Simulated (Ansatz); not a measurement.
Basis-set extrapolation for C₃H₅O, SMILES `C=CC[O]` radical (PBE0-D4/def2-TZVP geometry, frozen core, the Gaussian-basis code of Ansatz). Multiplicity 2, UHF reference.

```json
{"": "HF", "def2-TZVPP": "-191.380296", "def2-QZVPP": "-191.389004"}
{"": "MP2 correlation", "def2-TZVPP": "-0.677561", "def2-QZVPP": "-0.726421"}
{"": "CCSD(T) correlation", "def2-TZVPP": "-0.749613", "def2-QZVPP": "not run"}
```

Energies in hartree. Use E(X) = E(∞) + A·exp(−7.88·√X) for Hartree–Fock and E(X) = E(∞) + B·X^(−2.97) for correlation, with X = 3 and 4, and add CCSD(T) minus MP2 of the smaller set to the MP2 limit.

Q: What is the CCSD(T) energy at the basis-set limit?

A: HF limit: -191.389004 + (-0.008708) × 0.13774 = -191.39020. MP2 limit: -0.726421 + (-0.048860) × 0.74074 = -0.76261. Higher-order term: -0.749613 − (-0.677561) = -0.07205. Total: -192.22486 hartree, 2.58 eV below CCSD(T)/def2-TZVPP.
